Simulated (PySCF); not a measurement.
**Highest orbital energy against ionisation energy along the second row**

Calculated with PySCF 2.14, no spin-orbit coupling. Each cell gives −ε(HOMO) / ΔSCF in eV; NIST values include spin-orbit coupling, (s) semi-empirical, (t) theoretical.

| species | UHF | LDA | PBE | PBE0 | r2SCAN | NIST (lowest levels) |
| --- | --- | --- | --- | --- | --- | --- |
| Li (def2-QZVPPD, non-relativistic) | 5.343 / 5.343 | 3.164 / 5.473 | 3.223 / 5.586 | 3.829 / 5.568 | 3.270 / 5.391 | 5.392 |
| Be (def2-QZVPPD, non-relativistic) | 8.415 / 8.043 | 5.598 / 9.026 | 5.607 / 8.996 | 6.492 / 8.971 | 5.746 / 8.794 | 9.323 |
| B (def2-QZVPPD, non-relativistic) | 8.676 / 8.043 | 4.108 / 8.645 | 4.165 / 8.671 | 5.372 / 8.646 | 4.588 / 8.766 | 8.298 |
| C (def2-QZVPPD, non-relativistic) | 11.948 / 10.801 | 6.118 / 11.691 | 6.086 / 11.537 | 7.646 / 11.512 | 6.567 / 11.664 | 11.260 |
| N (def2-QZVPPD, non-relativistic) | 15.535 / 13.895 | 8.390 / 15.006 | 8.285 / 14.726 | 10.206 / 14.699 | 8.886 / 14.801 | 14.534 |
| O (def2-QZVPPD, non-relativistic) | 14.192 / 12.023 | 7.442 / 13.998 | 7.594 / 14.055 | 9.478 / 13.843 | 7.915 / 13.706 | 13.618 |
| F (def2-QZVPPD, non-relativistic) | 18.498 / 15.651 | 10.360 / 17.954 | 10.301 / 17.649 | 12.562 / 17.440 | 10.782 / 17.532 | 17.423 |
| Ne (def2-QZVPPD, non-relativistic) | 23.142 / 19.660 | 13.546 / 22.181 | 13.340 / 21.650 | 15.992 / 21.442 | 13.978 / 21.478 | 21.565 |

Q: How far is −ε(HOMO) from ΔSCF on average for each method, and why?

A: UHF 1.54 eV; LDA -5.66 eV; PBE -5.53 eV; PBE0 -3.82 eV; r2SCAN -5.05 eV. Hartree-Fock orbital energies lack relaxation and so exceed the ΔSCF value; semilocal functionals have convex E(N) from self-interaction, so their HOMO lies far too high; exact exchange moves hybrids part of the way back.
